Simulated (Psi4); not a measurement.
# One shape, several levels: NSF3 (thiazyl trifluoride)

We compute a comparison of 3 runs (HF/STO-3G, HF/3-21G, HSE06/def2-SVPD) of NSF3 (thiazyl trifluoride). 

Program for the calculation: Psi4 1.11.

2 further runs of the same task are left out: 1 that didn't finish, 1 set aside as unsound or not needed.

**1. The system as given**

NSF3: 5 atoms, total charge 0, spin state singlet. As SMILES, `N#S(F)(F)F`. The S2–F5 distance was set to 3.421 Å, away from the relaxed value. At this shape a bond of the SMILES string is far longer than usual.

Bond lengths: N1–S2 1.409 Å, S2–F3 1.555 Å, S2–F4 1.555 Å. Angles: N1–S2–F3 122.6°, N1–S2–F4 122.6°, F3–S2–F4 93.7°.

**2. Energy and gradient at HF/STO-3G (run 1)**

Contents of f3ns.py:

```python
import psi4

psi4.set_memory(1600000000)
psi4.set_num_threads(1)
psi4.core.set_output_file('f3ns.out', False)

m = psi4.geometry("""
N     -1.86154653    -2.87001966     4.67999179
S     -1.29030122    -2.86323555     2.07993651
F      0.73304744    -4.63719705     0.89985923
F     -3.29582976    -3.46237321     0.01781067
F      0.91124483     2.38409738    -0.98672050
units bohr
symmetry c1
no_reorient
no_com
""")

psi4.set_options({
    'basis': 'STO-3G',
    'puream': True,
    'e_convergence': 1e-09,
    'd_convergence': 1e-06,
    'scf_type': 'pk',
    'level_shift': 0.3,
    'level_shift_cutoff': 1e-09,
    'maxiter': 150,
})

E, wfn = psi4.gradient('hf', return_wfn=True)
psi4.oeprop(wfn, 'WIBERG_LOWDIN_INDICES', 'QUADRUPOLE', 'MULLIKEN_CHARGES')
print('gradient / Eh bohr^-1')
print(E.np.round(6))
print(f'energy = {wfn.energy():.10f} Eh')
```

The run is started by

```sh
python f3ns.py
```

f3ns.out:

```text
[...]
  Running in c1 symmetry.
[...]
  Nuclear repulsion =  236.845827002925745
[...]
  Multiplicity = 1
[...]
  Nalpha       = 25
  Nbeta        = 25
[...]
    Number of basis functions: 29
[...]
   @RHF iter   1:  -739.82352705110304   -6.75147e-01   2.16119e-02 DIIS/ADIIS/SHIFT
[...]
   @RHF iter  27:  -740.31771547979190   -8.52651e-10   5.19493e-07 DIIS/SHIFT
[...]
  @RHF Final Energy:  -740.31771547979190
   => Energetics <=
    Nuclear Repulsion Energy =            236.8458270029257449
    One-Electron Energy =               -1503.6953866777539588
    Two-Electron Energy =                 526.5318441950363422
    Total Energy =                       -740.3177154797919002
[...]
  -Total Gradient:
     Atom            X                  Y                   Z
    ------   -----------------  -----------------  -----------------
       1        0.062552379642     0.017859770921    -0.261917785820
       2       -0.077594941869    -0.144999541437     0.161293372428
       3       -0.079104292250     0.079468360551     0.037263669978
       4        0.087040904041     0.031018992515     0.073637911861
       5        0.007105950438     0.016652417446    -0.010277168435
[...]
  Mulliken Charges: (a.u.)
   Center  Symbol    Alpha    Beta     Spin     Total
       1     N     3.72932  3.72932  0.00000 -0.45865
       2     S     7.45666  7.45666  0.00000  1.08668
       3     F     4.59597  4.59597  0.00000 -0.19193
       4     F     4.59597  4.59597  0.00000 -0.19194
       5     F     4.62208  4.62208  0.00000 -0.24416
   Total alpha = 25.00000, Total beta = 25.00000, Total charge =  0.00000
  Wiberg Bond Indices using Orthogonal Lowdin Orbitals:
[...]
```

The script printed:

```text
gradient / Eh bohr^-1
[[ 0.062552  0.01786  -0.261918]
 [-0.077595 -0.145     0.161293]
 [-0.079104  0.079468  0.037264]
 [ 0.087041  0.031019  0.073638]
 [ 0.007106  0.016652 -0.010277]]
energy = -740.3177154798 Eh
```

It took 4.2 s on 1 thread of Intel Xeon 6975P-C (Granite Rapids), shared host; peak memory 0.17 GiB.

**3. Energy and gradient at HF/3-21G (run 2)**

Contents of f3ns.dat:

```
memory 1600 MB

molecule molecule1 {
  0 1
  N     -0.985088    -1.518749     2.476545
  S     -0.682798    -1.515159     1.100655
  F      0.387912    -2.453899     0.476185
  F     -1.744078    -1.832209     0.009425
  F      0.482210     1.261610    -0.522150
  symmetry c1
}

set basis 3-21G
set puream true
set e_convergence 1e-09
set d_convergence 1e-08
set scf_type pk

energy_value, wavefunction = gradient('scf', return_wfn=True)
oeprop(wavefunction, 'MAYER_INDICES', 'LOWDIN_CHARGES', 'DIPOLE')
print_variables()
```

The run is started by

```sh
psi4 -i f3ns.dat -o f3ns.out -n 1
```

f3ns.out:

```text
[...]
  Running in c1 symmetry.
[...]
  Nuclear repulsion =  236.845827014018795
[...]
  Multiplicity = 1
[...]
  Nalpha       = 25
  Nbeta        = 25
[...]
    Number of basis functions: 49
[...]
   @RHF iter   1:  -745.45046877414529    6.51935e-02   1.59948e-02 ADIIS/DIIS
[...]
   @RHF iter  22:  -745.81964142813968   -1.59162e-12   8.76353e-09 DIIS
[...]
    Orbital Energies [Eh]
    ---------------------
    Doubly Occupied:
       1A    -91.691331     2A    -26.323375     3A    -26.322697
       4A    -26.001846     5A    -15.665520     6A     -9.283353
       7A     -6.961227     8A     -6.955165     9A     -6.952814
      10A     -1.807685    11A     -1.734296    12A     -1.433161
      13A     -1.349642    14A     -1.007996    15A     -0.871399
      16A     -0.859183    17A     -0.821327    18A     -0.782153
      19A     -0.748946    20A     -0.681516    21A     -0.613822
      22A     -0.563022    23A     -0.474912    24A     -0.474869
      25A     -0.318868
[...]
  @RHF Final Energy:  -745.81964142813968
   => Energetics <=
    Nuclear Repulsion Energy =            236.8458270140187949
    One-Electron Energy =               -1503.9306817345832314
    Two-Electron Energy =                 521.2652132924247326
    Total Energy =                       -745.8196414281396756
[...]
  -Total Gradient:
     Atom            X                  Y                   Z
    ------   -----------------  -----------------  -----------------
       1        0.042807134810     0.009718201199    -0.182578911183
       2       -0.058900458260    -0.103408514608     0.131304112256
       3       -0.048490619098     0.046112187745     0.023314014386
       4        0.051833872263     0.016856526434     0.045278764587
       5        0.012750070286     0.030721599229    -0.017317980047
[...]
```

Wall time 4.2 s (1 thread of Intel Xeon 6975P-C (Granite Rapids), shared host); peak memory 0.18 GiB.

**4. Energy and gradient at HSE06/def2-SVPD (run 3)**

Contents of input.dat:

```
memory 1600 MB

molecule m {
  0 1
  N     -0.985088    -1.518749     2.476545
  S     -0.682798    -1.515159     1.100655
  F      0.387912    -2.453899     0.476185
  F     -1.744078    -1.832209     0.009425
  F      0.482210     1.261610    -0.522150
  units angstrom
  symmetry c1
  no_reorient
  no_com
}

set basis def2-SVPD
set puream true
set e_convergence 1e-09
set d_convergence 1e-08
set scf_type pk
set dft_radial_points 99
set dft_spherical_points 590

E = gradient("hse06")
```

The run is started by

```sh
psi4 -n 1 input.dat output.dat
```

output.dat:

```text
[...]
  Running in c1 symmetry.
[...]
  Nuclear repulsion =  236.845827014018766
[...]
  Multiplicity = 1
[...]
  Nalpha       = 25
  Nbeta        = 25
[...]
    Number of basis functions: 116
[...]
   @RKS iter   1:  -750.82812248204948    5.44306e-01   8.55212e-03 DIIS/ADIIS
[...]
   @RKS iter  24:  -751.34352218256481   -1.67120e-11   2.07758e-09 DIIS
[...]
  @RKS Final Energy:  -751.34352218256481
   => Energetics <=
    Nuclear Repulsion Energy =            236.8458270140187665
    One-Electron Energy =               -1508.5359252142202422
    Two-Electron Energy =                 569.0669620553176173
    DFT Exchange-Correlation Energy =     -48.7203860376810667
    Empirical Dispersion Energy =           0.0000000000000000
    VV10 Nonlocal Energy =                  0.0000000000000000
    Total Energy =                       -751.3435221825648114
[...]
  -Total Gradient:
     Atom            X                  Y                   Z
    ------   -----------------  -----------------  -----------------
       1        0.016751642558     0.000810246807    -0.075436937722
       2       -0.023325449465    -0.043335438854     0.048827107249
       3       -0.022910008921     0.019008011182     0.013109542558
       4        0.022249583869     0.005838852759     0.022997099831
       5        0.007248251150     0.017693477187    -0.009540511595
[...]
```

It took 74 s on 1 thread of Intel Xeon 6975P-C (Granite Rapids), shared host; peak memory 0.84 GiB.

**5. Overview of the runs**

| run | level | density convergence threshold | level shift | energy (Eh) | dipole moment (D) | HOMO energy (eV) | largest force (eV/Å) | wall time |
| --- | --- | --- | --- | --- | --- | --- | --- | --- |
| 1 | HF/STO-3G | 1e-06 | 0.3 | -740.317715 | 3.33 | -2.98 | 13.878 | 4.2 s |
| 2 | HF/3-21G | 1e-08 | – | -745.819641 | 5.94 | -8.68 | 9.656 | 4.2 s |
| 3 | HSE06/def2-SVPD | 1e-08 | – | -751.343522 | 5.64 | -8.84 | 3.974 | 74 s |

**6. Summary of results**

```
                       quantity          value
            run 3: total energy  -751.34352 Eh
           run 3: dipole moment         5.64 D
             run 3: HOMO energy       -8.84 eV
             run 3: LUMO energy       -7.94 eV
           run 3: HOMO–LUMO gap        0.90 eV
run 3: largest force on an atom     3.974 eV/Å
```

The dipole moment (its size) runs from 3.33 D (HF/STO-3G) to 5.94 D (HF/3-21G). In run 1 the basis is minimal, so the values are rough. In runs 1, 2, 3 a closed-shell determinant meets a far-stretched bond, which it describes badly. All runs together took 83 s, the longest 74 s.
